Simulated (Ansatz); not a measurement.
Input file:

```yaml
crystal:
  periodic: [false, false, false]
  atoms:
    - {symbol: B, position_ang: [0.000000, -0.206670, 0.756536]}
    - {symbol: N, position_ang: [0.000000, 0.065983, -0.721453]}
    - {symbol: H, position_ang: [0.000000, 1.299781, 1.911096]}
basis:
  gaussian: {orbitals: "6-31G*"}
magnetization: {spin_polarized: false, initial_magnetization: 3}
correlation: {method: ccsdt_q, electrons: outside_noble_gas, diis_vectors: 2}
accuracy: high
```

```sh
$ ansatz run in.yaml --threads 1 --pin off --events-out ev --progress --plain --max-ram 2393MiB
```

Log:

```
608 factors; integrals over basis functions are off by at most 3.3e-9 eV
mean field evaluation 1: about -2160.8185 eV, gradient 1.1e1 eV
mean field evaluation 2: about -2160.8200 eV, gradient 1.1e1 eV
mean field evaluation 4: about -2162.0741 eV, gradient 3.4e0 eV
mean field evaluation 8: about -2162.7460 eV, gradient 7.4e-1 eV
mean field evaluation 16: about -2162.7753 eV, gradient 3.0e-8 eV
mean field evaluation 32: about -2161.0175 eV, gradient 3.7e0 eV
mean field evaluation 64: about -2161.1674 eV, gradient 3.2e-8 eV
mean field evaluation 96: about -2161.3715 eV, gradient 2.4e0 eV
mean field evaluation 128: about -2160.7947 eV, gradient 4.5e0 eV
mean field evaluation 160: about -2155.6945 eV, gradient 2.6e-1 eV
...
cycle  66  -5.69043512 eV  change   -4.3e-9 eV  update   4.8e-9
cycle  67  -5.69043512 eV  change  -6.2e-10 eV  update   3.6e-9
cycle  68  -5.69043512 eV  change  -3.9e-11 eV  update   3.3e-9
cycle  69  -5.69043512 eV  change    1.6e-9 eV  update   2.9e-9
cycle  70  -5.69043511 eV  change    4.5e-9 eV  update   2.5e-9
cycle  71  -5.69043511 eV  change    2.8e-9 eV  update   2.0e-9
cycle  72  -5.69043510 eV  change    4.6e-9 eV  update   1.6e-9
cycle  73  -5.69043510 eV  change    2.5e-9 eV  update   1.1e-9
cycle  74  -5.69043510 eV  change    1.9e-9 eV  update  8.6e-10
cycle  75  -5.69043510 eV  change   5.9e-10 eV  update  5.4e-10
perturbative correction -0.01205379 eV, -0.0004429687 hartree
Total energy: -2168.47774781 eV, -79.6900873849 hartree
```

Ran on 1 thread of Arm Neoverse V1, shared host: 22 s wall, 0.24 GiB peak host memory.
